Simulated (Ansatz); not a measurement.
## Molecular dynamics of CH$_{4}$F, charge -1

Input:

```yaml
crystal:
  periodic: [false, false, false]
  atoms:
    - { symbol: F, position_ang: [-0.985913, 0.241206, -2.015481] }
    - { symbol: C, position_ang: [0.1942, -0.047569, 0.396339] }
    - { symbol: H, position_ang: [-0.435564, 0.362532, 1.209849] }
    - { symbol: H, position_ang: [1.168835, 0.476175, 0.443756] }
    - { symbol: H, position_ang: [-0.32603, 0.07938, -0.671372] }
    - { symbol: H, position_ang: [0.384371, -1.111723, 0.637008] }
total_charge: -1
basis:
  gaussian: { orbitals: def2-SVP }
hamiltonian:
  xc: pbe0
md:
  timestep: 1.0
  n_steps: 150
  ensemble: nvt_langevin
  temperature: 300.0
  initial_velocities: maxwell_boltzmann
  seed: 609265
  friction: 0.01
  temperature_schedule:
    - { n_steps: 37, end_temperature: 300.0 }
    - { n_steps: 113, end_temperature: 10.0 }
```

Launched with:

```bash
$ ansatz run input.yaml --threads 1 --pin off --max-ram 2048MiB --backend cpu --events-out ev --progress --plain --runs-dir out
```

It starts from a relaxed structure.

Output, in part (one step line in 2, the closing report, with atoms numbered from 0):

```
md step     0: t =     0.00 fs  T =   250.0 K (target 300.0 K)  F+E_penalty+E_count = -3811.27555619 eV  E_kin = 0.193890 eV  (20 SCF iters)
md step     2: t =     2.00 fs  T =   186.1 K (target 300.0 K)  F+E_penalty+E_count = -3811.20627108 eV  E_kin = 0.144295 eV  (25 SCF iters)
md step     4: t =     4.00 fs  T =    95.9 K (target 300.0 K)  F+E_penalty+E_count = -3811.14431274 eV  E_kin = 0.074391 eV  (25 SCF iters)
md step     6: t =     6.00 fs  T =   108.4 K (target 300.0 K)  F+E_penalty+E_count = -3811.12765054 eV  E_kin = 0.084095 eV  (23 SCF iters)
md step     8: t =     8.00 fs  T =    82.5 K (target 300.0 K)  F+E_penalty+E_count = -3811.09023638 eV  E_kin = 0.064018 eV  (24 SCF iters)
md step    10: t =    10.00 fs  T =   226.1 K (target 300.0 K)  F+E_penalty+E_count = -3811.19900437 eV  E_kin = 0.175368 eV  (25 SCF iters)
md step    12: t =    12.00 fs  T =   255.3 K (target 300.0 K)  F+E_penalty+E_count = -3811.21882505 eV  E_kin = 0.197968 eV  (25 SCF iters)
md step    14: t =    14.00 fs  T =   175.8 K (target 300.0 K)  F+E_penalty+E_count = -3811.17636525 eV  E_kin = 0.136350 eV  (24 SCF iters)
md step    16: t =    16.00 fs  T =   230.6 K (target 300.0 K)  F+E_penalty+E_count = -3811.19292932 eV  E_kin = 0.178844 eV  (21 SCF iters)
md step    18: t =    18.00 fs  T =    95.6 K (target 300.0 K)  F+E_penalty+E_count = -3811.09490752 eV  E_kin = 0.074130 eV  (24 SCF iters)
md step    20: t =    20.00 fs  T =   114.2 K (target 300.0 K)  F+E_penalty+E_count = -3811.11244401 eV  E_kin = 0.088606 eV  (24 SCF iters)
md step    22: t =    22.00 fs  T =   184.9 K (target 300.0 K)  F+E_penalty+E_count = -3811.16948856 eV  E_kin = 0.143418 eV  (24 SCF iters)
md step    24: t =    24.00 fs  T =   161.3 K (target 300.0 K)  F+E_penalty+E_count = -3811.13275634 eV  E_kin = 0.125115 eV  (24 SCF iters)
md step    26: t =    26.00 fs  T =   210.1 K (target 300.0 K)  F+E_penalty+E_count = -3811.18346241 eV  E_kin = 0.162951 eV  (24 SCF iters)
md step    28: t =    28.00 fs  T =   215.5 K (target 300.0 K)  F+E_penalty+E_count = -3811.19906315 eV  E_kin = 0.167099 eV  (24 SCF iters)
md step    30: t =    30.00 fs  T =   104.6 K (target 300.0 K)  F+E_penalty+E_count = -3811.11013750 eV  E_kin = 0.081108 eV  (24 SCF iters)
md step    32: t =    32.00 fs  T =   173.7 K (target 300.0 K)  F+E_penalty+E_count = -3811.15211271 eV  E_kin = 0.134696 eV  (24 SCF iters)
md step    34: t =    34.00 fs  T =   217.3 K (target 300.0 K)  F+E_penalty+E_count = -3811.17136675 eV  E_kin = 0.168561 eV  (21 SCF iters)
md step    36: t =    36.00 fs  T =   218.6 K (target 300.0 K)  F+E_penalty+E_count = -3811.16672899 eV  E_kin = 0.169571 eV  (24 SCF iters)
md step    38: t =    38.00 fs  T =   323.6 K (target 298.7 K)  F+E_penalty+E_count = -3811.21830229 eV  E_kin = 0.250965 eV  (25 SCF iters)
md step    40: t =    40.00 fs  T =   262.7 K (target 293.6 K)  F+E_penalty+E_count = -3811.14940144 eV  E_kin = 0.203756 eV  (25 SCF iters)
md step    42: t =    42.00 fs  T =   205.3 K (target 288.5 K)  F+E_penalty+E_count = -3811.10325604 eV  E_kin = 0.159211 eV  (24 SCF iters)
md step    44: t =    44.00 fs  T =   240.5 K (target 283.3 K)  F+E_penalty+E_count = -3811.14539153 eV  E_kin = 0.186518 eV  (25 SCF iters)
md step    46: t =    46.00 fs  T =   217.6 K (target 278.2 K)  F+E_penalty+E_count = -3811.12953058 eV  E_kin = 0.168738 eV  (25 SCF iters)
md step    48: t =    48.00 fs  T =   371.9 K (target 273.1 K)  F+E_penalty+E_count = -3811.19487167 eV  E_kin = 0.288468 eV  (24 SCF iters)
md step    50: t =    50.00 fs  T =   452.8 K (target 267.9 K)  F+E_penalty+E_count = -3811.21742114 eV  E_kin = 0.351173 eV  (24 SCF iters)
md step    52: t =    52.00 fs  T =   254.7 K (target 262.8 K)  F+E_penalty+E_count = -3811.08076131 eV  E_kin = 0.197542 eV  (21 SCF iters)
md step    54: t =    54.00 fs  T =   273.3 K (target 257.7 K)  F+E_penalty+E_count = -3811.07998327 eV  E_kin = 0.211936 eV  (24 SCF iters)
md step    56: t =    56.00 fs  T =   235.2 K (target 252.5 K)  F+E_penalty+E_count = -3811.00635320 eV  E_kin = 0.182400 eV  (23 SCF iters)
md step    58: t =    58.00 fs  T =   230.3 K (target 247.4 K)  F+E_penalty+E_count = -3811.02571554 eV  E_kin = 0.178599 eV  (25 SCF iters)
md step    60: t =    60.00 fs  T =   414.9 K (target 242.3 K)  F+E_penalty+E_count = -3811.18761182 eV  E_kin = 0.321789 eV  (25 SCF iters)
md step    62: t =    62.00 fs  T =   407.1 K (target 237.1 K)  F+E_penalty+E_count = -3811.19450918 eV  E_kin = 0.315694 eV  (26 SCF iters)
md step    64: t =    64.00 fs  T =   309.5 K (target 232.0 K)  F+E_penalty+E_count = -3811.08998784 eV  E_kin = 0.240043 eV  (25 SCF iters)
md step    66: t =    66.00 fs  T =   292.7 K (target 226.9 K)  F+E_penalty+E_count = -3811.06483432 eV  E_kin = 0.227044 eV  (23 SCF iters)
md step    68: t =    68.00 fs  T =   232.2 K (target 221.7 K)  F+E_penalty+E_count = -3811.02892613 eV  E_kin = 0.180086 eV  (24 SCF iters)
md step    70: t =    70.00 fs  T =   264.6 K (target 216.6 K)  F+E_penalty+E_count = -3811.07263254 eV  E_kin = 0.205239 eV  (21 SCF iters)
md step    72: t =    72.00 fs  T =   356.8 K (target 211.5 K)  F+E_penalty+E_count = -3811.13492244 eV  E_kin = 0.276722 eV  (24 SCF iters)
md step    74: t =    74.00 fs  T =   322.9 K (target 206.3 K)  F+E_penalty+E_count = -3811.09243633 eV  E_kin = 0.250455 eV  (25 SCF iters)
md step    76: t =    76.00 fs  T =   339.5 K (target 201.2 K)  F+E_penalty+E_count = -3811.11938737 eV  E_kin = 0.263268 eV  (25 SCF iters)
md step    78: t =    78.00 fs  T =   328.4 K (target 196.1 K)  F+E_penalty+E_count = -3811.09625891 eV  E_kin = 0.254726 eV  (25 SCF iters)
md step    80: t =    80.00 fs  T =   307.2 K (target 190.9 K)  F+E_penalty+E_count = -3811.05492260 eV  E_kin = 0.238224 eV  (26 SCF iters)
md step    82: t =    82.00 fs  T =   276.0 K (target 185.8 K)  F+E_penalty+E_count = -3811.04512409 eV  E_kin = 0.214023 eV  (25 SCF iters)
md step    84: t =    84.00 fs  T =   298.8 K (target 180.7 K)  F+E_penalty+E_count = -3811.07470812 eV  E_kin = 0.231710 eV  (24 SCF iters)
md step    86: t =    86.00 fs  T =   404.6 K (target 175.5 K)  F+E_penalty+E_count = -3811.15630317 eV  E_kin = 0.313783 eV  (25 SCF iters)
md step    88: t =    88.00 fs  T =   477.6 K (target 170.4 K)  F+E_penalty+E_count = -3811.19336171 eV  E_kin = 0.370407 eV  (25 SCF iters)
md step    90: t =    90.00 fs  T =   365.8 K (target 165.3 K)  F+E_penalty+E_count = -3811.10763512 eV  E_kin = 0.283665 eV  (25 SCF iters)
md step    92: t =    92.00 fs  T =   246.6 K (target 160.1 K)  F+E_penalty+E_count = -3811.02831244 eV  E_kin = 0.191280 eV  (24 SCF iters)
md step    94: t =    94.00 fs  T =   247.8 K (target 155.0 K)  F+E_penalty+E_count = -3811.03290794 eV  E_kin = 0.192198 eV  (24 SCF iters)
md step    96: t =    96.00 fs  T =   331.7 K (target 149.9 K)  F+E_penalty+E_count = -3811.07755883 eV  E_kin = 0.257282 eV  (24 SCF iters)
md step    98: t =    98.00 fs  T =   413.1 K (target 144.7 K)  F+E_penalty+E_count = -3811.16549992 eV  E_kin = 0.320348 eV  (25 SCF iters)
md step   100: t =   100.00 fs  T =   405.3 K (target 139.6 K)  F+E_penalty+E_count = -3811.15902264 eV  E_kin = 0.314333 eV  (24 SCF iters)
md step   102: t =   102.00 fs  T =   317.8 K (target 134.5 K)  F+E_penalty+E_count = -3811.07491824 eV  E_kin = 0.246487 eV  (25 SCF iters)
md step   104: t =   104.00 fs  T =   278.8 K (target 129.3 K)  F+E_penalty+E_count = -3811.04395900 eV  E_kin = 0.216190 eV  (24 SCF iters)
md step   106: t =   106.00 fs  T =   327.4 K (target 124.2 K)  F+E_penalty+E_count = -3811.07587056 eV  E_kin = 0.253891 eV  (24 SCF iters)
md step   108: t =   108.00 fs  T =   357.7 K (target 119.1 K)  F+E_penalty+E_count = -3811.09008242 eV  E_kin = 0.277410 eV  (26 SCF iters)
md step   110: t =   110.00 fs  T =   326.0 K (target 113.9 K)  F+E_penalty+E_count = -3811.09474228 eV  E_kin = 0.252838 eV  (24 SCF iters)
md step   112: t =   112.00 fs  T =   323.8 K (target 108.8 K)  F+E_penalty+E_count = -3811.10513628 eV  E_kin = 0.251092 eV  (25 SCF iters)
md step   114: t =   114.00 fs  T =   264.1 K (target 103.7 K)  F+E_penalty+E_count = -3811.06249863 eV  E_kin = 0.204852 eV  (25 SCF iters)
md step   116: t =   116.00 fs  T =   219.5 K (target 98.5 K)  F+E_penalty+E_count = -3811.04203851 eV  E_kin = 0.170210 eV  (25 SCF iters)
md step   118: t =   118.00 fs  T =   232.4 K (target 93.4 K)  F+E_penalty+E_count = -3811.05996506 eV  E_kin = 0.180227 eV  (25 SCF iters)
md step   120: t =   120.00 fs  T =   238.3 K (target 88.3 K)  F+E_penalty+E_count = -3811.08477792 eV  E_kin = 0.184790 eV  (25 SCF iters)
md step   122: t =   122.00 fs  T =   290.2 K (target 83.1 K)  F+E_penalty+E_count = -3811.12527604 eV  E_kin = 0.225076 eV  (21 SCF iters)
md step   124: t =   124.00 fs  T =   293.6 K (target 78.0 K)  F+E_penalty+E_count = -3811.15567706 eV  E_kin = 0.227690 eV  (25 SCF iters)
md step   126: t =   126.00 fs  T =   200.8 K (target 72.9 K)  F+E_penalty+E_count = -3811.09490390 eV  E_kin = 0.155757 eV  (24 SCF iters)
md step   128: t =   128.00 fs  T =   163.8 K (target 67.7 K)  F+E_penalty+E_count = -3811.08056296 eV  E_kin = 0.127010 eV  (25 SCF iters)
md step   130: t =   130.00 fs  T =   211.9 K (target 62.6 K)  F+E_penalty+E_count = -3811.12149629 eV  E_kin = 0.164358 eV  (25 SCF iters)
md step   132: t =   132.00 fs  T =   205.9 K (target 57.5 K)  F+E_penalty+E_count = -3811.12327869 eV  E_kin = 0.159675 eV  (24 SCF iters)
md step   134: t =   134.00 fs  T =   239.2 K (target 52.3 K)  F+E_penalty+E_count = -3811.15492578 eV  E_kin = 0.185499 eV  (24 SCF iters)
md step   136: t =   136.00 fs  T =   205.1 K (target 47.2 K)  F+E_penalty+E_count = -3811.14747652 eV  E_kin = 0.159065 eV  (24 SCF iters)
md step   138: t =   138.00 fs  T =   157.4 K (target 42.1 K)  F+E_penalty+E_count = -3811.11092299 eV  E_kin = 0.122072 eV  (24 SCF iters)
md step   140: t =   140.00 fs  T =   184.7 K (target 36.9 K)  F+E_penalty+E_count = -3811.13906950 eV  E_kin = 0.143242 eV  (21 SCF iters)
md step   142: t =   142.00 fs  T =   203.5 K (target 31.8 K)  F+E_penalty+E_count = -3811.14657475 eV  E_kin = 0.157791 eV  (24 SCF iters)
md step   144: t =   144.00 fs  T =   187.8 K (target 26.7 K)  F+E_penalty+E_count = -3811.13177609 eV  E_kin = 0.145669 eV  (25 SCF iters)
md step   146: t =   146.00 fs  T =   242.5 K (target 21.5 K)  F+E_penalty+E_count = -3811.18630764 eV  E_kin = 0.188043 eV  (25 SCF iters)
md step   148: t =   148.00 fs  T =   169.9 K (target 16.4 K)  F+E_penalty+E_count = -3811.14075047 eV  E_kin = 0.131747 eV  (25 SCF iters)
md step   150: t =   150.00 fs  T =   196.2 K (target 11.3 K)  F+E_penalty+E_count = -3811.16605871 eV  E_kin = 0.152181 eV  (21 SCF iters)
Total energy: -3811.16607376 eV, -140.0577699096 hartree
Atom 0 at    -1.300374     0.702324    -1.838172 Å, force    -0.046549     0.021793    -0.145155 eV/Å
Atom 1 at    -0.516904    -0.141427     0.543429 Å, force    -1.082861     0.412742     2.619004 eV/Å
Atom 2 at    -1.350115    -0.653933     1.159828 Å, force     0.793296     0.312173    -0.907574 eV/Å
Atom 3 at    -0.256978     0.720312     1.264759 Å, force     0.019125    -0.752178    -1.018171 eV/Å
Atom 4 at    -0.870272     0.204749    -0.511335 Å, force    -0.155636     0.288179    -0.530382 eV/Å
Atom 5 at     0.323593    -0.837327     0.543429 Å, force     0.472625    -0.282709    -0.017722 eV/Å
Dipole moment:     0.212225    -0.227092     0.620073 e Å
```

All steps were run. The schedule's set-point averaged 106 K over the second half and the system 276 K, so it lags behind the ramp. A run of 0.15 ps of so small a system gives no equilibrium averages. Limits of this set-up: an anion without diffuse functions, the dipole of an ion depends on the origin.

The same pairs are bonded in the first frame and the last. Pairs count as bonded within 1.25 times the sum of covalent radii (0.12 Å more for H–H).

Last frame:

```xyz
6
Properties=species:S:1:pos:R:3
F -1.300 0.702 -1.838
C -0.517 -0.141 0.543
H -1.350 -0.654 1.160
H -0.257 0.720 1.265
H -0.870 0.205 -0.511
H 0.324 -0.837 0.543
```

Run time: 110 s on 1 CPU thread of a shared host.
